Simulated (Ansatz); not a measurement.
# CH6AlO+: single points off equilibrium

A test off equilibrium: a structure displaced at random from a GFN2-xTB minimum is computed at several levels, and each is set against CCSD(T).

The runs use Ansatz 0.2.0, Gaussian basis; single points in def2-TZVPP.

Cores are frozen in the correlated methods. B3LYP uses VWN-RPA correlation.

**1. The starting structure**

SMILES `[OH2+][CH2][AlH2]`, 9 atoms, charge 1, spin multiplicity 1.

Atoms are counted from 1 here; the program's logs count them from 0.

Bond lengths: O1–C2 1.475 Å, O1–H4 0.990 Å, O1–H5 0.970 Å, C2–Al3 1.978 Å, C2–H6 1.023 Å, C2–H7 1.099 Å, Al3–H8 1.507 Å, Al3–H9 1.588 Å. Angles: C2–O1–H4 110.6°, C2–O1–H5 107.5°, H4–O1–H5 110.4°, O1–C2–Al3 99.5°, O1–C2–H6 107.0°, O1–C2–H7 103.2°, Al3–C2–H6 118.9°, Al3–C2–H7 120.2°, H6–C2–H7 105.8°, C2–Al3–H8 133.9°, C2–Al3–H9 99.1°, H8–Al3–H9 126.9°.

Geometry (Å):

```
O     0.0381    0.1392   -1.2629
C     0.5451    0.6118    0.0392
Al   -0.2479   -0.7653    1.2168
H    -0.2641    0.9020   -1.8170
H    -0.7005   -0.4646   -1.0872
H     0.2443    1.5838    0.1426
H     1.6326    0.6496   -0.1129
H     0.0214   -1.2119    2.6303
H    -1.2980   -1.3894    0.2028
```

**2. CCSD(T)/def2-TZVPP**

The input, run/in.yaml:

```yaml
crystal:
  periodic: [false, false, false]
  atoms:
    - {symbol: O, position_ang: [0.038100, 0.139200, -1.262900]}
    - {symbol: C, position_ang: [0.545100, 0.611800, 0.039200]}
    - {symbol: Al, position_ang: [-0.247900, -0.765300, 1.216800]}
    - {symbol: H, position_ang: [-0.264100, 0.902000, -1.817000]}
    - {symbol: H, position_ang: [-0.700500, -0.464600, -1.087200]}
    - {symbol: H, position_ang: [0.244300, 1.583800, 0.142600]}
    - {symbol: H, position_ang: [1.632600, 0.649600, -0.112900]}
    - {symbol: H, position_ang: [0.021400, -1.211900, 2.630300]}
    - {symbol: H, position_ang: [-1.298000, -1.389400, 0.202800]}
basis:
  gaussian: {orbitals: def2-TZVPP}
total_charge: 1
correlation: {method: ccsd_t}
output: {forces: true}
```

No record of the launch command was kept for these runs.

**3. PBE0-D4/def2-TZVPP**

run/in.yaml: that of step 2 with these lines changed.

```diff
@@ -15,3 +15,3 @@
 total_charge: 1
-correlation: {method: ccsd_t}
-output: {forces: true}
+hamiltonian: {xc: pbe0, dispersion: d4}
+output: {forces: true, orbitals: {seedname: orbitals}}
```

**4. wB97M-V/def2-TZVPP**

run/in.yaml: that of step 3 with these lines changed.

```diff
@@ -15,3 +15,3 @@
 total_charge: 1
-hamiltonian: {xc: pbe0, dispersion: d4}
-output: {forces: true, orbitals: {seedname: orbitals}}
+hamiltonian: {xc: {name: wB97M-V}}
+output: {forces: true}
```

**5. r2SCAN-D4/def2-TZVPP**

run/in.yaml: that of step 4 with these lines changed.

```diff
@@ -15,3 +15,3 @@
 total_charge: 1
-hamiltonian: {xc: {name: wB97M-V}}
+hamiltonian: {xc: r2scan, dispersion: d4}
 output: {forces: true}
```

**6. PBE-D4/def2-TZVPP**

run/in.yaml: that of step 5 with these lines changed.

```diff
@@ -15,3 +15,3 @@
 total_charge: 1
-hamiltonian: {xc: r2scan, dispersion: d4}
+hamiltonian: {xc: pbe, dispersion: d4}
 output: {forces: true}
```

**7. SPW92/def2-TZVPP**

run/in.yaml: that of step 6 with these lines changed.

```diff
@@ -15,3 +15,3 @@
 total_charge: 1
-hamiltonian: {xc: pbe, dispersion: d4}
+hamiltonian: {xc: lda}
 output: {forces: true}
```

**8. B3LYP-D4/def2-TZVPP**

run/in.yaml: that of step 7 with these lines changed.

```diff
@@ -15,3 +15,3 @@
 total_charge: 1
-hamiltonian: {xc: lda}
+hamiltonian: {xc: {name: B3LYP}, dispersion: d4}
 output: {forces: true}
```

(Steps that only read results are left out.)

**Question.** What will these runs give? Wanted: energy less free atoms, CCSD(T)/def2-TZVPP; RMS force component; RMS force error; HOMO and LUMO, PBE0-D4; T1 diagnostic.

**Answer**, as computed:

| quantity | value |
| --- | --- |
| energy less free atoms, CCSD(T)/def2-TZVPP | -1973.5 kJ/mol |
| RMS force component | 0.936 to 1.043 eV/Å over the methods |
| RMS force error | PBE0-D4 0.135, wB97M-V 0.063, r2SCAN-D4 0.107, PBE-D4 0.253, SPW92 0.451, B3LYP-D4 0.072 eV/Å |
| HOMO and LUMO, PBE0-D4 | -13.87 and -6.36 eV |
| T1 diagnostic | 0.010 |

Against CCSD(T) the functionals' energies less atoms differ by -440.0 to -34.9 kJ/mol, PBE-D4 by -71.9 kJ/mol. A larger basis would deepen the CCSD(T) value, while the functionals are nearly converged already, so the order here is not reliable. On forces the order runs from wB97M-V to SPW92. Frozen-core CCSD(T) forces in triple zeta carry basis errors of their own, and this is one geometry, so small gaps rank nothing.
